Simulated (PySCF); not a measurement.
**Al₂⁺: from constants to spectrum**

ROHF-CCSD(T) constants of Al₂⁺, ²Σg⁺ (doublet), unpaired electrons σ ↑ (PySCF, no relativity, basis sets Al 6-311G(d,p); masses 26.9815 and 26.9815 u):

| Quantity | Value |
| --- | --- |
| ωe | 167.4 cm⁻¹ |
| ωexe | 0.709 cm⁻¹ |
| Be | 0.12293 cm⁻¹ |
| αe | 0.00103 cm⁻¹ |
| De to Al⁺ + Al | 1.30 eV |

(1) What force constant and bond length do these constants imply?

(2) Estimate the centrifugal constant D from the Kratzer relation and find the Dunham coefficient a1.

Correlated steps freeze 10 core orbitals. The state is the lowest determinant that a PBE0 search found; another state may lie lower at other levels.

Answers

(1) Reduced mass μred = 13.491 u; k = 5.8918×10⁻⁷·μred·ωe² (u, cm⁻¹, mdyn/Å) = 0.223 mdyn/Å; Re = √(16.8576/(μred·Be)) (u, cm⁻¹, Å) = 3.188 Å.

(2) D = 4Be³/ωe² = 2.65e-07 cm⁻¹; a1 = −1 − αeωe/(6Be²) = -2.90.
